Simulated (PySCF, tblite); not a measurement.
# C₅H₆F radical: geometry, infrared bands and EPR parameters

Aim: predict the infrared bands and EPR parameters of C₅H₆F radical (`[CH2]C1=C(F)CC1`).

The runs use tblite 0.8.0 and PySCF 2.14.0, with density-fitted response routines of our own; the level of theory stands in each step. All values are computed, except where a source is named. Atoms count from 0, in the outputs and in this text.

## Step 1: The molecule as given

12 atoms, charge 0, multiplicity 2; geometry from: force field or distance geometry start.

Bonds of the start (Å): C0–C1 1.55, C1–C2 1.33, C2–F3 1.36, C2–C4 1.52, C4–C5 1.54, C5–C1 1.51, C0–H6 1.07, C0–H7 1.09, C4–H8 1.10, C4–H9 1.10, C5–H10 1.10, C5–H11 1.10.

## Step 2: Optimising the geometry with GFN2-xTB

The job: settings as JSON, then the geometry in Å.

```
{"job": {"kind": "relax", "xc": "GFN2-xTB", "basis": "xTB"}, "charge": 0, "multiplicity": 2}
C      2.095700    -0.236600     0.080200
C      0.564100     0.011400    -0.004100
C     -0.167200     1.096200    -0.238300
F      0.125100     2.388800    -0.521600
C     -1.486200     0.349600    -0.093200
C     -0.633500    -0.897400     0.179100
H      2.468900    -1.219800     0.296500
H      2.775900     0.595800    -0.081700
H     -2.094500     0.281100    -1.004000
H     -2.130800     0.657700     0.736800
H     -0.744200    -1.700300    -0.558200
H     -0.772100    -1.327200     1.182600
```

Run with:

```bash
$ OMP_NUM_THREADS=1 python probes_run.py task.json out
```

This one command runs all jobs of the session in turn.

**Question.** This job is followed by: GFN2-xTB harmonic vibrations, gas phase; UKS B3LYP, pcH-1 on C F H, non-relativistic, mean-field spin-orbit, GIAO. Predict these results of the whole session: strongest single infrared mode (GFN2-xTB); zero-point energy (GFN2-xTB); g(iso) (B3LYP); ⟨S²⟩; largest a(iso) (averaged by class); potential on the surface of density 0.002 e/bohr³, 1st and 99th percentile.

**Answer**, as computed:

```
                                                                  quantity                 value
                                 strongest single infrared mode (GFN2-xTB)  1437 cm⁻¹, 65 km/mol
                                              zero-point energy (GFN2-xTB)         57.7 kcal/mol
                                                            g(iso) (B3LYP)               2.00318
                                                                      ⟨S²⟩    0.774 (exact 0.75)
                                        largest a(iso) (averaged by class)  19F on F3, 102.0 MHz
potential on the surface of density 0.002 e/bohr³, 1st and 99th percentile    -0.73 V and 0.79 V
```

**Reading.** The optimisation took 26 steps and gained 0.696 eV; among the close pairs (by a distance rule), C0–C1 changed most, from 1.554 to 1.357 Å. All 30 modes are real, so the xTB geometry is a minimum. The strongest single mode, at 1437 cm⁻¹, is carried by H9, H8, C2, H6. Unscaled tight-binding wavenumbers are off by several per cent, some by more. Its intensities can rank the bands wrongly. The largest spin populations lie on C0 (0.68 e), C2 (0.56 e). The isotropic g lies 0.9 ppt above the free-electron value. The conformer search found further structures of the same energy, which may be mirror or relabelled copies of this one.
